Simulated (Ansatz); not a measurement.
Geometry optimisation, UKS PBE-D4/6-31G (Ansatz 0.2.0).

Input file:

```yaml
crystal:
  periodic: [false, false, false]
  atoms:
    - { symbol: "N", position_ang: [-0.37423, 0.32154, -0.29117] }
    - { symbol: B, position_ang: [0.52632, -0.45187, 0.4075] }
    - { symbol: O, position_ang: [1.30758, -1.12324, 1.01767] }
    - { symbol: H, position_ang: [-0.81256, 1.13345, 0.10051] }
    - { symbol: H, position_ang: [-0.6471, 0.12011, -1.2345] }
magnetization:
  spin_polarized: true
basis:
  gaussian: { orbitals: "6-31G" }
hamiltonian:
  xc: pbe
  dispersion: d4
relax:
  f_tol: 0.02
  max_steps: 50
output:
  orbitals: {}
```

Command:

```bash
$ ansatz run input.yaml --threads 1 --pin off --max-ram 2048MiB --backend cpu --events-out ev --progress --plain --runs-dir out
```

Task: Where does it end, and by what steps?

Result: It converged. Limits of this set-up: no polarisation functions. After 4 steps the energy has fallen by 0.104 eV; O3 moved furthest, 0.05 Å.

| step | energy less start (eV) | largest force component (eV/Å) | accepted |
| --- | --- | --- | --- |
| 0 | 0.0000 | 2.646 | yes |
| 1 | -0.0994 | 0.463 | yes |
| 2 | -0.1004 | 0.175 | yes |
| 3 | -0.1036 | 0.025 | yes |
| 4 | -0.1036 | 0.001 | yes |

```xyz
5
Properties=species:S:1:pos:R:3
N -0.383 0.329 -0.298
B 0.524 -0.450 0.407
O 1.338 -1.149 1.040
H -0.824 1.151 0.105
H -0.654 0.119 -1.254
```

The run took 7.4 s on 1 CPU thread of a shared host.
